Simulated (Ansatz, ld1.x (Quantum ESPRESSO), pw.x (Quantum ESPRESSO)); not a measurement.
**copper: does the ultrasoft potential hold in the solid?**

ld1.x (Quantum ESPRESSO) 7.5 input, shortened:

```
&input
   title='Cu', zed=29., rel=1, dft='PW', iswitch=3,
   config='[Ar] 3d10 4s1 4p0'
 /
 &inputp
   pseudotype=3, tm=.true., lloc=-2, rcloc=2.45,
   nlcc=.true., new_core_ps=.true., rcore=0.70,
   which_augfun='PSQ', rmatch_augfun=1.10
 /
6
4S  1  0   1.00   0.00  1.65  2.15  0.0
4S  1  0   0.00   0.05  1.65  2.15  0.0
4P  2  1   0.00   0.00  2.25  2.65  0.0
4P  2  1   0.00   0.25  2.25  2.65  0.0
3D  3  2  10.00   0.00  1.15  1.50  0.0
3D  3  2   0.00   2.05  1.15  1.50  0.0
 &test
   configts(1)='3d10 4s1 4p0'
 /
```

Atomic tests: cutoffs needed: 50 Ry and 80 Ry (the cutoffs (Ry, on a coarse ladder) from which the occupation-weighted sum of valence levels, in a spherical-Bessel basis at the reference potential, stays within 10 and 1 mRy of its value at 400 Ry); ghost test: no extra level below or beside the all-electron valence levels (s, p, d, f tested) (spherical-Bessel basis up to 400 Ry, 20 bohr box); configuration tests: 1 of 9 tests not solved or not reliable.

Crystal test: fcc Cu in pw.x 7.5, no spin, 16³ k-points, Fermi–Dirac smearing 0.01 Ry, cutoffs 100/800 Ry. The reference is all-electron LAPW (Ansatz 0.2.0) with the same functional, mesh and smearing; V0 and B0 come from Birch–Murnaghan fits to the pressures at five volumes. Errors are pseudo minus all-electron; Δ is the rms difference of the E(V) curves that follow from these fits, minima aligned, over ±6 % about the mean V0. Mesh and smearing are coarse, so the numbers serve the comparison and aren't converged zero-temperature values; the lattice is a test structure that the element need not adopt.

```tsv
V (Å³/atom)	P all-electron (GPa)	P pseudo (GPa)
10.381	10.23	23.18
10.654	4.41	15.61
10.927	-0.60	8.97
11.200	-4.91	3.21
11.473	-8.61	-1.62
```

All-electron: a0 = 3.519 Å (V0 = 10.89 Å³/atom), B0 = 188.6 GPa.

Pseudopotential: mean pressure error (GPa): +9.77; a0 (Å): 3.570; a0 error (%): +1.46; B0 error (%): +6.2; Δ (meV/atom): 21.1. The largest radius (2.65 bohr) exceeds half the bond length (2.35 bohr), so the spheres overlap, which is one possible source of error among others. This is a poor potential for the solid. Atomic configuration tests: 1 of 9 tests not solved or not reliable.

**Question.** At the middle volume, how do free energy and pressure move when the wave cutoff is lowered (ecutrho held at 800 Ry)?

**Answer.**

```tsv
cutoff (Ry)	shift of F (meV/atom)	shift of P (GPa)
45	+331.6	-18.26
60	+86.6	-2.19
80	+4.1	-0.22
```

The run at the middle volume (145 k-points, 12 iterations) took about 39 s on one core of a shared host (Neoverse-V2, 96 threads, 742 GiB, load 32).
